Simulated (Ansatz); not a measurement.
in.yaml

```yaml
crystal:
  periodic: [false, false, false]
  atoms:
    - {symbol: C, position_ang: [0.000000, 0.000000, 1.358914]}
    - {symbol: Mg, position_ang: [0.000000, 0.000000, -1.055086]}
    - {symbol: H, position_ang: [0.000000, 0.000000, 2.447699]}
    - {symbol: H, position_ang: [0.000000, 0.000000, -2.751528]}
basis:
  gaussian: {orbitals: 6-31G}
magnetization: {spin_polarized: false, initial_magnetization: 2}
correlation: {method: fic_mrcisd_q, electrons: outside_noble_gas, active_space: {window: {electrons: 4, orbitals: 4}, states: [{multiplicity: 3, weights: [1, 1]}], root: 2}}
scf: {lower_state_search: off}
```

```sh
$ ansatz run in.yaml --threads 1 --pin off --events-out ev --progress --plain --max-ram 2393MiB
```

Q: One thing in this input was set wrong on purpose, beside settings that are merely unusual. What is the gravest fault, and what does the program do?

A: Root beyond the states. How the run ends: refused.
```
Error: the active space averages no state 2, counted from zero
```
